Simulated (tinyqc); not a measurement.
Inside a calculation. Method: RHF in the sto-3g basis, for H2O, spin multiplicity 1. One step of it, computed by the program tinyqc.

Question. Orthogonalisation. S = U s U^T; symmetric (Loewdin) form X = U s^(-1/2) U^T, so that X^T S X = 1.

overlap S:
```
           1O 1s     1O 2s    1O 2px     1O 2py    1O 2pz     2H 1s      3H 1s
1O 1s   1.000000  0.236704  0.000000   0.000000  0.000000  0.035768   0.035768
1O 2s   0.236704  1.000000  0.000000   0.000000  0.000000  0.368928   0.368928
1O 2px  0.000000  0.000000  1.000000   0.000000  0.000000  0.000000   0.000000
1O 2py  0.000000  0.000000  0.000000   1.000000  0.000000  0.274994  -0.274994
1O 2pz  0.000000  0.000000  0.000000   0.000000  1.000000  0.180901   0.180901
2H 1s   0.035768  0.368928  0.000000   0.274994  0.180901  1.000000   0.142877
3H 1s   0.035768  0.368928  0.000000  -0.274994  0.180901  0.142877   1.000000
```

Give: eigenvalues of S; X.

Answer.

eigenvalues of S: 0.4543  0.5332  0.8942  1.0000  1.0902  1.3240  1.7042

X:
```
          1O 1s    1O 2s  1O 2px   1O 2py   1O 2pz    2H 1s    3H 1s
1O 1s    1.0235  -0.1358  0.0000   0.0000  -0.0063   0.0186   0.0186
1O 2s   -0.1358   1.1455  0.0000   0.0000   0.0592  -0.2119  -0.2119
1O 2px   0.0000   0.0000  1.0000   0.0000   0.0000   0.0000   0.0000
1O 2py   0.0000   0.0000  0.0000   1.0741   0.0000  -0.1740   0.1740
1O 2pz  -0.0063   0.0592  0.0000   0.0000   1.0284  -0.1019  -0.1019
2H 1s    0.0186  -0.2119  0.0000  -0.1740  -0.1019   1.1160  -0.0486
3H 1s    0.0186  -0.2119  0.0000   0.1740  -0.1019  -0.0486   1.1160
```
